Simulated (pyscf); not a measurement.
Optimised with ωB97X-D3(BJ)/def2-SVP in PySCF.

### Question
PBE/def2-TZVP puts the barrier of Cl–W(Cl)(Cl)(Cl)(Cl)–Cl (SMILES [Cl][W]([Cl])([Cl])([Cl])([Cl])[Cl]) + NH₃ (SMILES N) → H₂N–W(Cl)(Cl)(Cl)(Cl)–Cl (SMILES [NH2][W]([Cl])([Cl])([Cl])([Cl])[Cl]) + HCl (SMILES Cl) (four-centre exchange; singlet surface; Cl–W, H–N broken, N–W, Cl–H formed) at 0.96 eV and the reaction energy at +0.17 eV, from the separated reactants. What do B3LYP-D3(BJ)/def2-TZVP, PBE0-D3(BJ)/def2-TZVP, ωB97M-D3(BJ)/def2-TZVP give on the same structures?

### Answer
B3LYP-D3(BJ): ΔE‡ = 0.92 eV, ΔE = +0.11 eV; PBE0-D3(BJ): ΔE‡ = 0.85 eV, ΔE = +0.10 eV; ωB97M-D3(BJ): ΔE‡ = 0.86 eV, ΔE = -0.05 eV. PBE's barrier lies over all of them, by 0.04 to 0.11 eV. Its reaction energy lies over all of them, by 0.06 to 0.22 eV. On the reactant side the descent ends in an adduct with a N–W contact, 0.21 eV under the separated species and 1.10 eV under the saddle at ωB97X-D3(BJ)/def2-TZVP. On the product side the descent ends in a complex, 0.23 eV under the separated species and 1.03 eV under the saddle at ωB97X-D3(BJ)/def2-TZVP. What is counted as formed (N–W) is already present as a longer contact in the reactant adduct; forming that adduct is a step of its own. This is the saddle that the search found; another between the same sides may lie lower. Elements past Kr carry the def2 core potentials, without spin-orbit coupling.
